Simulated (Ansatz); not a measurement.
We consider graphite, described by r²SCAN in Ansatz (plane waves, PAW).

Numerical settings: plane-wave cutoff 500 eV, 18×18×6 k mesh (along the axes of the cell as run), Fermi–Dirac smearing 0.05 eV, scalar-relativistic PAW data made under PBE.

Computed at the level's own relaxed cell.

Problem. Predict the equilibrium volume per atom, lattice parameter a and lattice parameter c.

Solution. 
equilibrium volume per atom: 9.21 Å³/atom
lattice parameter a: 2.456 Å
lattice parameter c: 7.050 Å

Measured, for comparison: lattice constant a 2.461 Å (300 K, no zero-point or thermal correction, our sources range from 2.456 to 2.461; as tabulated in Wikipedia's data pages); lattice parameter c 6.67 Å (low temperature, zero-point motion not removed; as tabulated in Berland et al. (2010), arXiv:1007.3305). Computed (rounded) less measured: lattice constant a -0.2 % (0.0 % to -0.2 % over the range), lattice parameter c +5.7 %.

Note: the cell comes from a level without a dispersion term, which matters for the spacing of layers, chains or molecules.

Computed values are for the static lattice.

It cost about 70 core-seconds (a rough figure) of CPU time.

Ansatz is an electronic-structure program.
